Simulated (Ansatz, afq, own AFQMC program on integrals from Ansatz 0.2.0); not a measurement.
# F, doublet: AFQMC among the cluster methods

A free F atom.

Basis aug-cc-pVDZ. Noble-gas cores (and the filled d shells of Ga–Kr and In–Xe) are frozen. Integrals, coupled cluster, full CI and functionals: Ansatz 0.2.0; the random walks run on the same integrals in our own AFQMC program. The CISD trial takes its coefficients from CCSD amplitudes. Released means that phaseless walkers are propagated on without the constraint, phases kept. Free projection: walkers drawn from exp(T), propagated without any constraint. Its projection time is finite, and what remains of the start isn't in its error. Uncertainties: one standard error, sampling alone.

Determinant: UHF, the one that the program's search chose, which needn't be the lowest solution.

Full CI on the same integrals is exact in this basis and with this determinant's frozen core.

The T1 diagnostic is 0.0098 and the weight of the determinant in the CISD state is 0.964. The ⟨S²⟩ of the determinant is 0.754. The size of the correlated space is 7 electrons in 22 orbitals.

Reference: full CI, correlation energy -4.606 eV. The released energy is read at 2.40 1/Eh (meV from the phaseless value at times in 1/Eh: -2.9 ± 1.1 at 0.24, -1.2 ± 1.6 at 0.51, -2.7 ± 0.8 at 0.99, -4.3 ± 1.3 at 1.62, -1.8 ± 1.1 at 2.40).

```
         level  E − E(reference) (meV)  share of correlation (%)
            HF                  4605.8                      0.00
           MP2                   398.8                     91.34
          CCSD                    70.9                     98.46
       CCSD(T)                     7.7                     99.83
         CCSDT                     1.7                     99.96
      CCSDT(Q)                     0.0                    100.00
        CCSDTQ                     0.0                    100.00
   ph-AFQMC/HF             70.7 ± 20.4                     98.47
 ph-AFQMC/CISD               3.5 ± 2.0                     99.92
released AFQMC               1.7 ± 1.1                     99.96
    free AFQMC              -1.0 ± 1.5                    100.02
```

CCSDT and higher add their correlation energy to the determinant of the CCSD(T) run, since their own runs factorise the integrals more tightly (a shift of under 2 meV). Free projections are given only where their last times agree within the noise and don't stop above the reference; a slow remainder of the start can still hide under it. A walk keeps the symmetry of its determinant, which the program's search chose and which needn't be the lowest solution, so a lower state of the same spin and another symmetry isn't excluded. Released energies are given only where the last usable release times agree within the noise; a slower fall can still hide under it.
